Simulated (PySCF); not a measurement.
Compound: C4H3FO.
SMILES with atom numbers: `[F:1][c:2]1[cH:3][cH:4][cH:5][o:6]1` (hydrogens: H7 on C3; H8 on C4; H9 on C5)

Computed by this run: PBE0-D3(BJ)/def2-TZVP geometry optimisation, gas phase in PySCF; density fitting, grid level 2; the optimiser is geomeTRIC in internal coordinates, started from a GFN2-xTB structure.

Step 2: E = -8953.5806 eV
```
atom  x, y, z in Å  |  force x, y, z in eV/Å
F1      1.8329   -0.4880   -1.6169    0.108  -0.228   0.254
C2      0.9152   -0.2939   -0.7024   -0.214   0.394  -0.304
C3      0.6596    0.7745    0.0812    0.074   0.239   0.154
C4     -0.6030    0.4950    0.7014    0.135  -0.228  -0.627
C5     -0.9870   -0.7019    0.2026   -0.210  -0.412   0.372
O6     -0.0482   -1.2139   -0.6509    0.013   0.302   0.104
H7      1.2621    1.6600    0.1863    0.065  -0.008  -0.045
H8     -1.1874    1.1490    1.3297    0.124  -0.118   0.141
H9     -1.8085   -1.3648    0.4108   -0.097   0.059  -0.049
```

Step 3: E = -8953.5932 eV
```
atom  x, y, z in Å  |  force x, y, z in eV/Å
F1      1.8800   -0.5172   -1.5490   -0.138  -0.213   0.043
C2      0.8948   -0.2651   -0.7230   -0.173   0.142  -0.273
C3      0.6536    0.8141    0.0497   -0.296  -0.611   0.053
C4     -0.5930    0.4765    0.6674   -0.575   0.608   0.461
C5     -1.0163   -0.7212    0.2083    0.768   0.372  -0.091
O6     -0.0794   -1.1796   -0.6769    0.446  -0.366  -0.206
H7      1.2714    1.6867    0.1763   -0.046  -0.021   0.004
H8     -1.1399    1.1043    1.3514    0.001   0.000   0.138
H9     -1.8353   -1.3824    0.4376    0.013   0.090  -0.129
```

Step 4: E = -8953.6293 eV
```
atom  x, y, z in Å  |  force x, y, z in eV/Å
F1      1.8728   -0.5558   -1.5580    0.054   0.166   0.093
C2      0.8992   -0.2575   -0.7360   -0.320  -0.116  -0.077
C3      0.6379    0.8069    0.0514    0.271   0.078   0.003
C4     -0.6083    0.4938    0.6823   -0.062   0.049  -0.133
C5     -0.9948   -0.7079    0.2039    0.160  -0.099   0.046
O6     -0.0620   -1.1781   -0.6795   -0.075  -0.129   0.119
H7      1.2574    1.6775    0.1809   -0.013   0.028  -0.006
H8     -1.1556    1.1122    1.3754    0.038  -0.030   0.051
H9     -1.8106   -1.3751    0.4213   -0.054   0.052  -0.096
```

Problem. Estimate the geometry and energy of step 5. (The exact step hangs on the optimiser's Hessian estimate; all steps are aligned on step 4, rigid shifts and turns removed.)

Solution. E = -8953.6338 eV, largest force 0.326 eV/Å
```
atom  x, y, z in Å  |  force x, y, z in eV/Å
F1      1.8758   -0.5261   -1.5467    0.005  -0.116  -0.064
C2      0.8802   -0.2632   -0.7408    0.250   0.128   0.050
C3      0.6406    0.8048    0.0487   -0.059  -0.102  -0.037
C4     -0.6075    0.4951    0.6790   -0.006  -0.031  -0.101
C5     -0.9879   -0.7126    0.2083   -0.164  -0.141   0.244
O6     -0.0595   -1.2035   -0.6654    0.038   0.270  -0.039
H7      1.2636    1.6742    0.1700   -0.015   0.002  -0.036
H8     -1.1485    1.1100    1.3803   -0.005  -0.035   0.010
H9     -1.8211   -1.3627    0.4083   -0.043   0.023  -0.028
```

The energy changes by -0.0045 eV. The first-order estimate −F·Δx gives -0.0237 eV and the mean of the old and new forces, exact on a quadratic surface, -0.0045 eV. The step makes an angle of 45° with the force vector and moves no atom by more than 0.032 Å.

The cost below is that of the whole optimisation. On Arm Neoverse V1, one thread, no GPU, shared host with 64 logical CPUs at a one-minute load of 24, this took 82 s and 0.85 GiB of memory at its peak.
